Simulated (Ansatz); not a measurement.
Geometry optimisation, RKS B3LYP/def2-SVP in Ansatz.

input.yaml

```yaml
crystal:
  periodic: [false, false, false]
  atoms:
    - { symbol: "N", position_ang: [-0.24128, -1.14823, 1.47269] }
    - { symbol: C, position_ang: [-0.13391, -0.4167, 0.61664] }
    - { symbol: O, position_ang: [-0.03683, 0.49066, -0.37995] }
    - { symbol: H, position_ang: [-0.45856, 0.20003, -1.22767] }
    - { symbol: H, position_ang: [0.87058, 0.87424, -0.48171] }
total_charge: 1
basis:
  gaussian: { orbitals: def2-SVP }
hamiltonian:
  xc: b3lyp
relax:
  f_tol: 0.02
  max_steps: 40
```

Run as:

```bash
$ ansatz run input.yaml --threads 1 --pin off --max-ram 2048MiB --backend cpu --events-out ev --progress --plain --runs-dir out
```

Where does it end, and by what steps?

The forces met the threshold. Limits of this set-up: the dipole of an ion depends on the origin. After 6 steps the energy has fallen by 0.061 eV; O3 moved furthest, 0.08 Å.

| step | energy less start (eV) | largest force component (eV/Å) | accepted |
| --- | --- | --- | --- |
| 0 | 0.0000 | 2.436 | yes |
| 1 | -0.0506 | 0.312 | yes |
| 2 | -0.0562 | 0.206 | yes |
| 3 | -0.0602 | 0.081 | yes |
| 4 | -0.0608 | 0.053 | yes |
| 5 | -0.0610 | 0.028 | yes |
| 6 | -0.0610 | 0.002 | yes |

```xyz
5
Properties=species:S:1:pos:R:3
N -0.261 -1.159 1.518
C -0.129 -0.436 0.626
O 0.009 0.427 -0.403
H -0.483 0.242 -1.248
H 0.865 0.926 -0.492
```

Whether the end is a true minimum wasn't checked by a vibrational analysis.

Time of the run: 9.4 s on 1 thread of Arm Neoverse V2, on a shared host, peak memory 0.08 GiB.
